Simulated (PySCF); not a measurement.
SMILES c1cc[pH]c1, C4H5P

Geometry (Å), atoms numbered from 1 in this order:
```xyz
10

C    -0.3597   -1.0373    0.2928
C     0.9990   -0.5990    0.0198
C     1.0979    0.7014   -0.3570
P    -0.5484    1.3963   -0.6010
C    -1.3005   -0.0728    0.1259
H    -0.5894   -2.0609    0.6014
H     1.8567   -1.2710    0.1108
H     2.0281    1.2091   -0.6166
H    -0.6332    2.3300    0.4746
H    -2.3731   -0.2130    0.2678
```

Computed, not measured: PySCF 2.14.0, GIAO B3LYP/3-21G magnetisability, rotational g tensor and spin-rotation constants, non-relativistic, gas phase. Geometry: PBE0-D3(BJ)/def2-SVP.

Task: How diamagnetic is it, and how anisotropic?

Result: Isotropic -955 × 10⁻³⁰ J/T², or -57.5 × 10⁻⁶ cm³/mol; principal values -1379, -747, -739 × 10⁻³⁰ J/T², anisotropy 636 × 10⁻³⁰ J/T² (root of half the summed squared differences of the principal values). The susceptibility is in cgs units.

Task: Split it along the inertial axes a, b, c into diamagnetic and paramagnetic parts about the centre of mass, with the quadrupole moment.

Result: 
| axis | χ (10⁻⁶ cm³/mol) | diamagnetic (10⁻⁶ cm³/mol) | paramagnetic (10⁻⁶ cm³/mol) | summed x² of all electrons (Å²) | quadrupole Θ (D Å) |
| --- | --- | --- | --- | --- | --- |
| a | -45.1 | -245.1 | 199.9 | 62.2 | +1.82 |
| b | -44.5 | -307.1 | 262.6 | 47.6 | +4.61 |
| c | -82.9 | -465.8 | 382.9 | 10.2 | -6.43 |

Anisotropies 2χaa − χbb − χcc = +37.1 and 2χbb − χaa − χcc = +39.0 × 10⁻⁶ cm³/mol. Θ is traceless in Buckingham's convention.

Task: And the rotational g tensor?

Result: 
```tsv
axis	rotational constant (GHz)	g	nuclear part	electronic part
a	7.3615	-0.0710	0.6204	-0.6914
b	5.0617	-0.0542	0.5703	-0.6245
c	3.0664	+0.0318	0.5834	-0.5516
```
Asymmetric top; isotopes 12C, 1H, 31P; no vibrational averaging.
